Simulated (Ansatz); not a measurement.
**C₄H₆ClF: one species, many methods**

One table from this session's results is given with a row withheld; the runs are named, their logs left out.

Method: functionals in def2-TZVPP, the program's frozen cores in correlated methods; program: Ansatz 0.2.0, Gaussian basis.

The runs, in order: LDA (SPW92), PBE-D4, revPBE-D4, BLYP-D4, r2SCAN-D4, B97M-V, PBE0-D4, B3LYP-D4, r2SCANh-D4, r2SCAN0-D4, HSE06-D4, BHLYP-D4, CAM-B3LYP-D4, LC-ωPBE, ωB97X-V, ωB97M-V, B2PLYP, PBE-QIDH; CCSD(T)/def2-SVP; CCSD(T)/def2-TZVPP; MP2/def2-QZVPP; extrapolation to the limit; RPA on PBE.

### The relaxed structure

The geometry comes from an earlier relaxation with PBE0-D4 in a triple-zeta def2 set; it is a stationary point, not always the lowest conformer.

12 atoms, charge 0, spin multiplicity 1.

Atoms are counted from 1 here; the program's logs count them from 0.

Bond lengths: C1–C2 1.324 Å, C1–H7 1.086 Å, C1–H8 1.084 Å, C2–C3 1.492 Å, C2–H9 1.087 Å, C3–C4 1.512 Å, C3–H10 1.098 Å, C3–H11 1.092 Å, C4–F5 1.364 Å, C4–Cl6 1.778 Å, C4–H12 1.091 Å. Angles: C2–C1–H7 121.6°, C2–C1–H8 121.4°, H7–C1–H8 117.0°, C1–C2–C3 124.1°, C1–C2–H9 119.8°, C3–C2–H9 116.1°, C2–C3–C4 114.1°, C2–C3–H10 110.0°, C2–C3–H11 110.9°, C4–C3–H10 105.7°, C4–C3–H11 108.4°, H10–C3–H11 107.5°, C3–C4–F5 110.1°, C3–C4–Cl6 112.0°, C3–C4–H12 112.1°, F5–C4–Cl6 108.6°, F5–C4–H12 107.8°, Cl6–C4–H12 106.1°.

The first run:

Input file in.yaml:

```yaml
crystal:
  periodic: [false, false, false]
  atoms:
    - {symbol: C, position_ang: [0.263467, 1.787961, 0.868846]}
    - {symbol: C, position_ang: [0.328747, 0.910057, -0.119853]}
    - {symbol: C, position_ang: [0.494013, -0.559711, 0.076512]}
    - {symbol: C, position_ang: [-0.560425, -1.396801, -0.611411]}
    - {symbol: F, position_ang: [-0.539036, -1.165908, -1.955615]}
    - {symbol: Cl, position_ang: [-2.192799, -1.043650, -0.002634]}
    - {symbol: H, position_ang: [0.314337, 1.478369, 1.908096]}
    - {symbol: H, position_ang: [0.154815, 2.848635, 0.676117]}
    - {symbol: H, position_ang: [0.268339, 1.251425, -1.149652]}
    - {symbol: H, position_ang: [1.453989, -0.888309, -0.342212]}
    - {symbol: H, position_ang: [0.494970, -0.812554, 1.139173]}
    - {symbol: H, position_ang: [-0.403516, -2.464614, -0.453268]}
basis:
  gaussian: {orbitals: def2-TZVPP}
hamiltonian: {xc: lda}
output: {orbitals: {seedname: orbitals}}
```

On the command line:

```
> ansatz run in.yaml --threads 4 --pin off --events-out ev --progress --plain --max-ram 10444MiB
```

Steps of the session up to this table: LDA; PBE-D4 (GGA); revPBE-D4 (GGA); BLYP-D4 (GGA); r2SCAN-D4 (meta-GGA); B97M-V (meta-GGA); PBE0-D4 (hybrid); B3LYP-D4 (hybrid); r2SCANh-D4 (hybrid); r2SCAN0-D4 (hybrid); HSE06-D4 (hybrid); BHLYP-D4 (hybrid); CAM-B3LYP-D4 (range-separated); LC-ωPBE (range-separated); ωB97X-V (range-separated); ωB97M-V (range-separated); B2PLYP (double hybrid); PBE-QIDH (double hybrid).

One table of the session follows, with a row left open; its other results are not shown here.

It belongs to the step «Orbital energies across the functionals». 

| functional | HOMO (eV) | gap (eV) |
| --- | --- | --- |
| LDA (SPW92) | -6.83 | 5.50 |
| PBE-D4 | -6.64 | 5.55 |
| revPBE-D4 | ? | ? |
| BLYP-D4 | -6.47 | 5.52 |
| r2SCAN-D4 | -6.85 | 6.00 |
| B97M-V | -6.85 | 6.05 |
| PBE0-D4 | -7.78 | 7.72 |
| B3LYP-D4 | -7.55 | 7.25 |
| r2SCANh-D4 | -7.28 | 6.81 |
| r2SCAN0-D4 | -7.93 | 8.01 |
| HSE06-D4 | -7.38 | 6.94 |
| BHLYP-D4 | -8.75 | 9.78 |
| CAM-B3LYP-D4 | -9.13 | 10.19 |
| LC-ωPBE | -10.55 | 12.83 |
| ωB97X-V | -10.14 | 12.31 |
| ωB97M-V | -10.05 | 12.04 |

Estimate the missing values for revPBE-D4.

As computed: HOMO (eV): -6.57; gap (eV): 5.58. In the column «HOMO (eV)» it lies between PBE-D4 (-6.64) and BLYP-D4 (-6.47).
